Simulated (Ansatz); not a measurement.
Program: Ansatz. Geometries: PBE0-D4/def2-TZVP. ΔE: electronic, gas phase. CCSD(T)/CBS adds triple-zeta CCSD(T) − MP2 to the extrapolated MP2 energy (def2 sets, frozen cores). Functionals use def2-TZVPP. For Mg outer-core shells are correlated without core-valence functions, which leaves a few kJ/mol of doubt a bond. One conformer a species, not always the lowest.

`C=C(O)OC` + `[OH][MgH]` → `C[O][MgH]` + `C=C(O)O`  (substitution at a C–O bond)

```json
{"level": "PBE-D4", "ΔE (kJ/mol)": "15.2", "difference from CCSD(T)/CBS": "-5.6"}
{"level": "r2SCAN-D4", "ΔE (kJ/mol)": "17.2", "difference from CCSD(T)/CBS": "-3.6"}
{"level": "ωB97X-V", "ΔE (kJ/mol)": "18.3", "difference from CCSD(T)/CBS": "-2.5"}
{"level": "ωB97M-V", "ΔE (kJ/mol)": "18.7", "difference from CCSD(T)/CBS": "-2.1"}
{"level": "B2PLYP", "ΔE (kJ/mol)": "16.8", "difference from CCSD(T)/CBS": "-4.0"}
{"level": "PBE", "ΔE (kJ/mol)": "12.8", "difference from CCSD(T)/CBS": "-8.0"}
{"level": "PBE0", "ΔE (kJ/mol)": "13.3", "difference from CCSD(T)/CBS": "-7.5"}
{"level": "HF/def2-TZVPP", "ΔE (kJ/mol)": "11.2", "difference from CCSD(T)/CBS": "-9.6"}
{"level": "MP2/def2-TZVPP", "ΔE (kJ/mol)": "22.5", "difference from CCSD(T)/CBS": "1.7"}
{"level": "SCS-MP2/def2-TZVPP", "ΔE (kJ/mol)": "19.7", "difference from CCSD(T)/CBS": "-1.1"}
{"level": "CCSD/def2-TZVPP", "ΔE (kJ/mol)": "18.0", "difference from CCSD(T)/CBS": "-2.8"}
{"level": "HF/def2-QZVPP", "ΔE (kJ/mol)": "10.8", "difference from CCSD(T)/CBS": "-10.0"}
{"level": "SCS-MP2/def2-QZVPP", "ΔE (kJ/mol)": "20.2", "difference from CCSD(T)/CBS": "-0.6"}
{"level": "HF/CBS(def2)", "ΔE (kJ/mol)": "10.7", "difference from CCSD(T)/CBS": "-10.1"}
{"level": "MP2/CBS(def2)", "ΔE (kJ/mol)": "23.8", "difference from CCSD(T)/CBS": "3.0"}
{"level": "CCSD/CBS(def2)", "ΔE (kJ/mol)": "19.3", "difference from CCSD(T)/CBS": "-1.5"}
{"level": "CCSD(T)/CBS", "ΔE (kJ/mol)": "20.8", "difference from CCSD(T)/CBS": "0"}
```

Largest T1 diagnostic among the species: 0.012.

In def2-TZVPP, CCSD(T) changes the Hartree–Fock value by +8.4 kJ/mol (the triples alone add +1.5 kJ/mol) and MP2 by +11.3 kJ/mol. The D4 term adds +3.6 kJ/mol with B3LYP and +2.0 kJ/mol with PBE0; it sums over pairs of atoms, weighted by their polarisabilities, and B3LYP, whose exchange is more repulsive, gets the larger term.

B3LYP here is the variant with VWN-RPA as its local correlation; programs differ in this.
